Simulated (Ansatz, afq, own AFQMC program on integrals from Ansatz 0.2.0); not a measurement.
# CH2, singlet in cc-pVDZ, levels against full CI

```yaml
atoms:
  - { symbol: C, position_ang: [0.0000, -0.1011, 0.0000] }
  - { symbol: H, position_ang: [0.0000, 0.6021, -0.8621] }
  - { symbol: H, position_ang: [0.0000, 0.6021, 0.8621] }
```

Basis cc-pVDZ. Noble-gas cores (and the filled d shells of Ga–Kr and In–Xe) are frozen. Ansatz 0.2.0 and our own AFQMC program on the same integrals; the CISD trial comes from CCSD amplitudes, and released means the phaseless constraint is let go. ± is one standard error of the sampling.

Determinant: RHF, the one that the program's search chose, which needn't be the lowest solution. The geometry is a point of a scan.

Full CI on the same integrals is exact in this basis and with this determinant's frozen core.

Cautions: another spin lies lower; restricted determinant unstable towards unrestricted (UHF 496 meV lower, ⟨S²⟩ 0.71).

The T1 diagnostic is 0.0088, the weight of the determinant in the CISD state is 0.922 and the size of the correlated space is 6 electrons in 23 orbitals.

```
  level  correlation energy (eV)
    MP2                  -3.0015
   CCSD                  -3.7644
CCSD(T)                  -3.8434
```

Problem. Estimate where AFQMC with the constraint released lies against CCSD(T) on the same integrals.

Solution. 0.66 ± 0.08 kcal/mol below CCSD(T).

Reference: full CI, correlation energy -3.868 eV. The released energy is read at 2.40 1/Eh (meV from the phaseless value at times in 1/Eh: -1.0 ± 1.9 at 0.24, -1.4 ± 1.6 at 0.51, -2.7 ± 1.9 at 0.99, -8.4 ± 2.0 at 1.62, -8 ± 3 at 2.40).

```json
{"level": "CCSD(T)", "E − E(reference) (kcal/mol)": "0.57", "share of correlation (%)": "99.36"}
{"level": "CCSDT", "E − E(reference) (kcal/mol)": "0.12", "share of correlation (%)": "99.87"}
{"level": "CCSDT(Q)", "E − E(reference) (kcal/mol)": "0.02", "share of correlation (%)": "99.98"}
{"level": "CCSDTQ", "E − E(reference) (kcal/mol)": "0.00", "share of correlation (%)": "100.00"}
{"level": "ph-AFQMC/HF", "E − E(reference) (kcal/mol)": "-1.34 ± 0.47", "share of correlation (%)": "101.50"}
{"level": "ph-AFQMC/CISD", "E − E(reference) (kcal/mol)": "0.09 ± 0.05", "share of correlation (%)": "99.90"}
{"level": "released AFQMC", "E − E(reference) (kcal/mol)": "-0.09 ± 0.08", "share of correlation (%)": "100.10"}
```

CCSDT and higher add their correlation energy to the determinant of the CCSD(T) run, since their own runs factorise the integrals more tightly (a shift of under 2 meV). A walk keeps the symmetry of its determinant, which the program's search chose and which needn't be the lowest solution, so a lower state of the same spin and another symmetry isn't excluded. Released energies are given only where the last usable release times agree within the noise; a slower fall can still hide under it.
